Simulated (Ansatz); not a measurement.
## HGaB, quartet in 6-31G: errors against full CI

Geometry: a PBE0/def2-TZVP stationary point for this spin, not checked as a minimum.

```xyz
3

B     0.0000    0.0000    1.7828
Ga    0.0000    0.0000   -0.1197
H     0.0000    0.0000   -1.6631
```

Basis 6-31G (Cartesian d functions); Ansatz 0.2.0. Only valence electrons are correlated (noble-gas cores and the filled d shells of p-block atoms frozen), which leaves 7 electrons in 25 orbitals. Prefix R: restricted or restricted open-shell reference. Active spaces: valence = (7e, 9o) chosen from the atoms' valence shells. No spin–orbit coupling is included, and no scalar relativity.

Full CI is exact within this basis and frozen core; it isn't the basis-set limit.

- UHF ⟨S²⟩: 3.753
- T1 diagnostic (RCCSD): 0.0285
- largest doubles amplitude (RCCSD): 0.091

Q: From what is known of these methods and the diagnostics, rank them by the size of their error in total energy against full CI in 6-31G, smallest first (an estimate: the text doesn't fix the numbers).
A. RHF
B. RCCSD(T)
C. RCCSDT(Q)
D. MRCISD (valence space)
E. RMP2

A: C (0.2 kJ/mol), D (1.1 kJ/mol), B (2.9 kJ/mol), E (63.1 kJ/mol), A (217.0 kJ/mol).

All errors are against full CI in 6-31G. Within each family the higher level lies nearer, as is usual though not guaranteed.

The full-CI state has the irrep A2 of C2v, in the program's axes (one component, if the state is degenerate).

Natural occupations of full CI about the gap: 1.964 1.942 0.991 0.975 0.975 0.047 0.037 0.037 0.012 0.006; effectively unpaired electrons, Σ n²(2−n)², 3.03.
